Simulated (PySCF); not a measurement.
Compound: (SiH3)2PH, H₇PSi₂.
Atom-mapped SMILES: `[SiH3:1][PH:2][SiH3:3]` (hydrogens: H4, H5, H6 on Si1; H7 on P2; H8, H9, H10 on Si3)

Linear response at B3LYP/def2-SVPD (PySCF, frozen core in the response, non-relativistic). Geometry: PBE0-D3(BJ)/def2-SVP; no solvent, vibrations or thermal averaging.

Static isotropic polarisability: 88.20 au (13.07 Å³), principal values 73.3, 85.1, 106.1 au.

(1) What is the polarisability at 1064 nm and at the sodium D line?

(2) What is the isotropic C6 coefficient between two such molecules, C6 = (3/π)∫α(iω)² dω?

(3) Which effective excitation energy ω̄ makes London's formula C6 = (3/4)α²ω̄ exact here?

(4) The lowest 6 singlets have (eV, f): 6.02, 0.004; 6.05, 0.052; 6.33, 0.071; 6.44, 0.042; 6.79, 0.004; 7.16, 0.008. What share of the static polarisability do they carry in the sum over states α = Σ f/ω²?

(5) What does −C6/R⁶ come to at R = 10 Å between centres?

(6) What n − 1 at the D line would an ideal gas of it have at 273.15 K and 1 atm (2.6868 × 10¹⁹ cm⁻³), by n − 1 = 2π·N·α′?

## Answers

(1) 89.32 au at 1064 nm (+1.3 %), 92.00 au at 589.3 nm (+4.3 %). The rise at 589.3 nm is 3.39 times that at 1064 nm; a pure ω² law gives 3.26. The lowest singlet lies at 206 nm, shorter than both wavelengths.

(2) 2419 au (Eh·bohr⁶) by a ten-point quadrature over imaginary frequencies, which is 1450 eV·Å⁶ or 139 J·nm⁶/mol.

(3) ω̄ = 4·C6/(3α²) = 0.415 Eh = 11.3 eV. A one-pole form α(ω) = α/(1 − ω²/ω̄²) fitted to the 1064 nm value gives 10.4 eV.

(4) 3.37 au, 3.8 % of α; the largest term, 1.31 au, is that of the state at 6.33 eV. Their oscillator strengths add up to 0.18. Higher states carry the rest.

(5) -140 J/mol. This is the leading, orientation-averaged term; C8 and higher terms are left out.

(6) 23.02 × 10⁻⁴, a formal value whether or not that pressure can be reached.
